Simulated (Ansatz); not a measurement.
A nudged elastic band was laid between two geometries of AlH5Si (7 atoms, charge 0, multiplicity 1).

The calculation used Ansatz 0.2.0, RKS r2SCAN/6-31G.

```yaml
movable_images: 7
climbing_image: yes
spring: 5.0 eV/Å²
optimiser: quadratic models (default)
start_path: through a guess of the saddle point
force_threshold: 0.03 eV/Å
iteration_limit: 60
end_points: relaxed
```

Image 0:

```xyz
7
Properties=species:S:1:pos:R:3
Al -0.335 -1.378 0.083
Si 0.285 0.997 -0.065
H 0.705 -2.490 0.605
H -1.813 -1.849 -0.348
H 0.138 1.513 -1.476
H -0.618 1.854 0.791
H 1.700 1.285 0.364
```

Image 8:

```xyz
7
Properties=species:S:1:pos:R:3
Al -0.933 -0.762 -0.309
Si 0.000 1.347 -0.796
H 1.099 -1.507 1.466
H -0.876 -2.335 -0.683
H -1.120 2.254 -1.297
H 0.400 1.974 0.535
H 1.491 -1.040 1.038
```

(1) Which bonds break or form, and what moves?

(2) Give the energies along the band, and the barrier.

(3) What is the geometry of the highest image?

(4) What are the harmonic wavenumbers there?

The band took 14 iterations and roughly 3 core-minutes.

Results:

(1) Bonds broken: Al1–H3, Si2–H7. Bonds formed: H3–H7. AlH5Si becomes AlH3Si + H2.

(2) The run converged. The highest image is number 6 of 0 to 8, 217.5 kJ/mol above the first end and 46.6 kJ/mol above the last; the last end lies 170.9 kJ/mol above the first. A vibrational analysis at the climbing image gives one clearly imaginary mode, 1110i cm⁻¹: a first-order saddle point. The orbitals stay closed-shell, which can raise the energy where a bond breaks towards radicals; this wasn't checked here. Limits of this set-up: no polarisation functions.

```
image  path coordinate (Å)  energy (kJ/mol)  Al1–H3 (Å)  Si2–H7 (Å)  H3–H7 (Å)
    0                 0.00              0.0        1.61        1.51       3.91
    1                 0.73              0.0        1.61        1.51       3.93
    2                 1.47              0.0        1.61        1.51       4.02
    3                 2.20              4.9        1.61        1.51       3.75
    4                 2.93             33.9        1.60        1.54       2.91
    5                 3.67            104.8        1.61        1.63       1.97
    6                 4.40            217.5        1.77        1.98       1.06
    7                 5.27            180.5        2.25        2.64       0.77
    8                 6.14            170.9        2.80        3.36       0.75
```

(3) 
```xyz
7
Properties=species:S:1:pos:R:3:forces:R:3
Al -0.776 -1.103 0.230 0.00 0.00 0.01
Si -0.065 1.067 -0.339 0.00 0.00 0.01
H 0.752 -1.096 1.121 0.00 0.01 -0.01
H -0.834 -2.384 -0.743 0.00 0.00 0.00
H -0.425 1.990 -1.479 0.01 0.00 0.00
H 0.389 1.907 0.831 0.00 0.00 0.00
H 1.021 -0.449 0.332 0.00 0.00 0.00
```

(4) 1110i, 289, 393, 428, 486, 537, 652, 758, 902, 1106, 1335, 1560, 1857, 2128, 2163 cm⁻¹.

The run took 3.3 min on 1 thread of Arm Neoverse V1, with other jobs on the host, peak memory 0.1 GiB.
